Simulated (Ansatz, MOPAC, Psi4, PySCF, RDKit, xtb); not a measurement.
Dimer: C2H2 (SMILES C#C) (first 4 atoms) with H2O (SMILES O); geometry from S66by8 set.
(charge 0, multiplicity 1):
| atom | x (Å) | y (Å) | z (Å) |
|---|---|---|---|
| C | -1.9285 | 0.0779 | 0.0610 |
| H | -0.8626 | 0.0476 | 0.0364 |
| C | -3.1403 | 0.1117 | 0.0883 |
| H | -4.2009 | 0.1420 | 0.1129 |
| O | 3.5966 | -0.1236 | -0.0973 |
| H | 4.1670 | -0.7134 | 0.3997 |
| H | 4.1686 | 0.2274 | -0.7827 |

```json
[
 {"level": "MMFF94", "interaction energy (kcal/mol)": "-0.35", "minus published value": "0.11", "cost": "-"},
 {"level": "UFF", "interaction energy (kcal/mol)": "-0.05", "minus published value": "0.41", "cost": "-"},
 {"level": "AM1", "interaction energy (kcal/mol)": "-0.24", "minus published value": "0.22", "cost": "-"},
 {"level": "PM6", "interaction energy (kcal/mol)": "-0.23", "minus published value": "0.23", "cost": "-"},
 {"level": "GFN1-xTB", "interaction energy (kcal/mol)": "-0.14", "minus published value": "0.32", "cost": "-"},
 {"level": "GFN2-xTB", "interaction energy (kcal/mol)": "-0.42", "minus published value": "0.04", "cost": "-"},
 {"level": "HF/STO-3G (no counterpoise)", "interaction energy (kcal/mol)": "-0.25", "minus published value": "0.21", "cost": "-"},
 {"level": "HF/3-21G (no counterpoise)", "interaction energy (kcal/mol)": "-0.58", "minus published value": "-0.12", "cost": "-"},
 {"level": "HF/6-31G* (no counterpoise)", "interaction energy (kcal/mol)": "-0.53", "minus published value": "-0.07", "cost": "-"},
 {"level": "HF/aug-cc-pVDZ", "interaction energy (kcal/mol)": "-0.50", "minus published value": "-0.04", "cost": "-"},
 {"level": "HF/aug-cc-pVTZ", "interaction energy (kcal/mol)": "-0.50", "minus published value": "-0.04", "cost": "-"},
 {"level": "PBE/def2-TZVPPD", "interaction energy (kcal/mol)": "-0.42", "minus published value": "0.04", "cost": "×1"},
 {"level": "PBE-D3(BJ)/def2-TZVPPD", "interaction energy (kcal/mol)": "-0.45", "minus published value": "0.01", "cost": "×1"},
 {"level": "PBE-D4/def2-TZVPPD", "interaction energy (kcal/mol)": "-0.45", "minus published value": "0.01", "cost": "×1"},
 {"level": "BP86/6-31G* (no counterpoise)", "interaction energy (kcal/mol)": "-0.45", "minus published value": "0.01", "cost": "-"},
 {"level": "r2SCAN/def2-TZVPPD", "interaction energy (kcal/mol)": "-0.43", "minus published value": "0.03", "cost": "×1"},
 {"level": "r2SCAN-D3(BJ)/def2-TZVPPD", "interaction energy (kcal/mol)": "-0.46", "minus published value": "0.00", "cost": "×1"},
 {"level": "r2SCAN-D4/def2-TZVPPD", "interaction energy (kcal/mol)": "-0.46", "minus published value": "0.00", "cost": "×1"},
 {"level": "B3LYP/3-21G (no counterpoise)", "interaction energy (kcal/mol)": "-0.49", "minus published value": "-0.03", "cost": "-"},
 {"level": "B3LYP/6-31G*", "interaction energy (kcal/mol)": "-0.44", "minus published value": "0.02", "cost": "-"},
 {"level": "B3LYP/6-31G* (no counterpoise)", "interaction energy (kcal/mol)": "-0.45", "minus published value": "0.01", "cost": "-"},
 {"level": "B3LYP/6-311+G** (no counterpoise)", "interaction energy (kcal/mol)": "-0.52", "minus published value": "-0.06", "cost": "-"},
 {"level": "B3LYP/def2-TZVPPD", "interaction energy (kcal/mol)": "-0.41", "minus published value": "0.05", "cost": "×1"},
 {"level": "B3LYP-D3(BJ)/def2-TZVPPD", "interaction energy (kcal/mol)": "-0.45", "minus published value": "0.01", "cost": "×1"},
 {"level": "B3LYP-D4/def2-TZVPPD", "interaction energy (kcal/mol)": "-0.44", "minus published value": "0.02", "cost": "×1"},
 {"level": "PBE0/def2-TZVPPD", "interaction energy (kcal/mol)": "-0.44", "minus published value": "0.02", "cost": "×1"},
 {"level": "PBE0-D3(BJ)/def2-TZVPPD", "interaction energy (kcal/mol)": "-0.48", "minus published value": "-0.02", "cost": "×1"},
 {"level": "PBE0-D4/def2-TZVPPD", "interaction energy (kcal/mol)": "-0.47", "minus published value": "-0.01", "cost": "×1"},
 {"level": "wB97X-V/def2-TZVPPD", "interaction energy (kcal/mol)": "-0.47", "minus published value": "-0.01", "cost": "×3"},
 {"level": "MP2/6-31G* (no counterpoise)", "interaction energy (kcal/mol)": "-0.50", "minus published value": "-0.04", "cost": "-"},
 {"level": "MP2/aug-cc-pVDZ", "interaction energy (kcal/mol)": "-0.45", "minus published value": "0.01", "cost": "-"},
 {"level": "MP2/aug-cc-pVTZ", "interaction energy (kcal/mol)": "-0.46", "minus published value": "0.00", "cost": "-"},
 {"level": "MP2/CBS(aug-cc-pVDZ, aug-cc-pVTZ)", "interaction energy (kcal/mol)": "-0.46", "minus published value": "0.00", "cost": "-"},
 {"level": "SCS-MP2/aug-cc-pVDZ", "interaction energy (kcal/mol)": "-0.44", "minus published value": "0.02", "cost": "-"},
 {"level": "SCS-MP2/aug-cc-pVTZ", "interaction energy (kcal/mol)": "-0.44", "minus published value": "0.02", "cost": "-"},
 {"level": "CCSD/aug-cc-pVTZ", "interaction energy (kcal/mol)": "-0.46", "minus published value": "0.00", "cost": "-"},
 {"level": "CCSD(T)/aug-cc-pVDZ", "interaction energy (kcal/mol)": "-0.45", "minus published value": "0.01", "cost": "×4"},
 {"level": "CCSD(T)/aug-cc-pVTZ", "interaction energy (kcal/mol)": "-0.46", "minus published value": "0.00", "cost": "×400*"},
 {"level": "CCSD(T)/CBS(aug-cc-pVDZ, aug-cc-pVTZ)", "interaction energy (kcal/mol)": "-0.46", "minus published value": "0.00", "cost": "×400*"},
 {"level": "SAPT0/jun-cc-pV(D+d)Z", "interaction energy (kcal/mol)": "-0.57", "minus published value": "-0.11", "cost": "-"}
]
```

Published value: -0.46 kcal/mol (computed benchmark interaction energy, Řezáč et al., J. Chem. Theory Comput. 7, 2427 (2011), S66x8). The comparison column counts from a level with limits of its own.

The rows run from -0.58 (HF/3-21G (no counterpoise)) to -0.05 kcal/mol (UFF). In aug-cc-pVTZ the value moves HF -0.50, MP2 -0.46, CCSD -0.46, CCSD(T) -0.46, a shift of 0.04 from HF to CCSD(T). From aug-cc-pVDZ to aug-cc-pVTZ CCSD(T) changes by -0.01. The dispersion term adds -0.03 in PBE-D3(BJ), -0.03 in PBE-D4, -0.03 in r2SCAN-D3(BJ). The 5 functionals in def2-TZVPPD without D3 or D4 span 0.06, from wB97X-V to B3LYP.

Interaction energies are E(AB) − E(A) − E(B) at the monomers' geometry in the complex; basis-set methods are counterpoise corrected. Rows marked so take none. RDKit's UFF carries no charges.

Correlated levels freeze the cores. CBS(a, b) extrapolates the correlation energy as X⁻³ and adds the Hartree–Fock energy of set b. Rows in 3-21G, 6-311+G**, 6-31G*, STO-3G carry no dispersion term and start afresh at each structure (6-31G* with six Cartesian d functions). MP2/6-31G* freezes PySCF's default core. The state that AM1, PM6 reach isn't checked.

The values were computed with Ansatz (Gaussian basis) for Hartree–Fock, density functionals and correlated methods; MOPAC for AM1, PM6 (differences of heats of formation); Psi4 for SAPT; PySCF for 3-21G rows, 6-311+G** rows, 6-31G* rows, STO-3G rows, the dispersion terms; RDKit for the force fields; xtb for the GFN methods. 

Costs are rough ratios of core time to PBE/def2-TZVPPD (about 2.1 s over the structures, on one shared machine); a dash marks a level with no comparable run of its own. A star marks coupled-cluster runs past 200 virtual orbitals, where the program's memory plan changes under this machine's limit, so their costs aren't comparable with smaller runs.

Ansatz is an electronic-structure program.
